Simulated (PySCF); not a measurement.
Method: B3LYP-D3(BJ)/def2-TZVP in PySCF 2.14.0. All species are isolated molecules in the gas phase. B3LYP has the VWN-RPA correlation part, as in Gaussian. Excitations are Tamm–Dancoff values on a coarser integration grid. The basis has no diffuse functions, so Rydberg states are missing or too high.

Reference species (SMILES): `Cl[Si](Cl)(Cl)Cl` (neutral, multiplicity 1).

```
Item                      Result
----------------------  --------
LUMO                    -1.00 eV
HOMO–LUMO gap            8.25 eV
S1 oscillator strength     0.000
S1 excitation (TDA)      7.13 eV
```

After one change: the LUMO falls by 1.07 eV; the HOMO–LUMO gap falls by 1.90 eV; the S1 oscillator strength hardly moves; the S1 excitation (TDA) drops by 1.77 eV.

Problem. Which change was made? The new species is one of these.
A. `Cl[Si](Cl)(Br)Br`
B. `Br[Si](Br)(Br)Br`
C. `Cl[Si](Cl)(Cl)Br`

Solution. B, `Br[Si](Br)(Br)Br`
